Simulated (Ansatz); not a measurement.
Relaxed structures of AlBSiH5, doublet (PBE0-D4/def2-TZVP; forces vanish, vibrations not checked; lower isomers may exist, and structures with a doubtful reference or unclear bonds are left out; Å). Program: Ansatz 0.2.0. Basis: def2-TZVPP. Cores are frozen in the correlated methods; orbitals are unrestricted.

Q: Rank them by CCSD(T) energy, lowest first, and give each one's height above the lowest. Links in brackets join atoms within 1.22 times the sum of their covalent radii (1.1 for two metals). (Judge from chemistry; the value comes from the calculation.)
A.
AlBSiH₅ ([BH2][SiH][AlH2])
```
8
angstrom
B -1.0095 1.2762 -1.0578
Si 0.2928 0.6474 0.2623
Al 0.7344 -1.6730 0.8024
H -1.6561 0.4764 -1.6673
H -1.1726 2.4414 -1.2679
H 1.0766 1.6849 0.9958
H -0.0846 -2.7954 0.0382
H 1.8190 -2.0579 1.8943
```
B.
AlBSiH₅ ([AlH][SiH]1[H][BH2]1)
```
8
angstrom
B -1.1002 1.1459 -0.9198
Si 0.2350 0.6848 0.3665
Al 1.0937 -1.5955 0.6304
H -1.7771 0.2663 -1.3615
H -1.3083 2.2984 -1.1515
H 1.2390 1.7444 0.6975
H 0.1938 0.8694 -1.3014
H 1.2192 -2.2258 2.0964
```
C.
AlBSiH₅ ([AlH2][BH][SiH2])
```
8
angstrom
B 0.3928 0.6015 0.3645
Si -0.9018 1.1269 -0.9445
Al 0.6662 -1.4683 0.7250
H -1.7241 0.1631 -1.7206
H -1.2660 2.5084 -1.3652
H 0.9869 1.4819 0.9174
H -0.1962 -2.5417 -0.0827
H 1.7102 -2.0411 1.7837
```

A: The calculation gives: A (0.0 kJ/mol), B (35.3 kJ/mol), C (43.9 kJ/mol). Heights count from the lowest.

T1 diagnostic: at most 0.020. ⟨S²⟩ of the unrestricted Hartree–Fock references: 0.76 to 0.78 (a pure state has 0.75).

For scale, one of the runs: CCSD(T)/def2-TZVPP, 185 basis functions, launched by `ansatz run in.yaml --threads 2 --pin off --events-out ev --progress --plain --max-ram 4352MiB`. The run took 4.9 min on 2 CPU threads of an Intel Xeon Platinum 8259CL (shared host), with 1.7 GiB of host memory at its peak.
